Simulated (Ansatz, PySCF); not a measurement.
hydrogen chloride (ClH), SMILES Cl. Atoms are numbered in the order given.

```xyz
2

Cl     0.0000     0.0000    -0.0711
H      0.0000     0.0000     1.2083
```
Charge 0, spin multiplicity 1.

The structure is a stationary point at PBE0-D3(BJ)/def2-TZVPD.

Vertical ionisation energy (IE) and electron affinity (EA) in eV. Rows of orbital energies are one-electron estimates. Where ΔSCF, EOM or ADC give a negative EA the extra electron is unbound and the value depends on the basis.

```csv
level,IE,EA
"−ε(HOMO), −ε(LUMO), HF/def2-TZVPD (PySCF)",12.98,-1.91
"−ε(HOMO), −ε(LUMO), ωB97X/def2-TZVPD (PySCF)",12.03,-1.84
"−ε(HOMO), −ε(LUMO), PBE/def2-TZVPD (PySCF)",8.04,0.98
EOM-CCSD/aug-cc-pVDZ (PySCF),12.53,-0.70
ADC(3)/aug-cc-pVDZ (PySCF),12.60,-0.71
"ΔSCF, PBE0/def2-TZVPD (Ansatz), final states of multiplicity 2 and 2",(withheld),(withheld)
"ΔSCF, PBE/def2-TZVPD (Ansatz), final states of multiplicity 2 and 2",12.72,-1.26
```

Question: Some entries are withheld; supply them. (Estimate from the structure and the level; the computed values follow.)

Answer: 
- ΔSCF, PBE0/def2-TZVPD (Ansatz, a program for electronic structure), final states of multiplicity 2 and 2, IE: 12.70
- ΔSCF, PBE0/def2-TZVPD (Ansatz), final states of multiplicity 2 and 2, EA: -1.32

Question: What vertical singlet–triplet gap does ΔSCF give with PBE0/def2-TZVPD (Ansatz) and with PBE/def2-TZVPD (Ansatz)? (An estimate is asked for; the answer gives what the named calculation found.)

Answer: 7.13 and 7.09 eV (triplet above singlet where positive).

Question: Beyond the first one, list the lowest photoelectron lines from ADC(3)/aug-cc-pVDZ in PySCF with their pole strengths (two spins summed). (An estimate is asked for; the answer gives what the named calculation found.)

Answer: 16.62 eV (1.85).
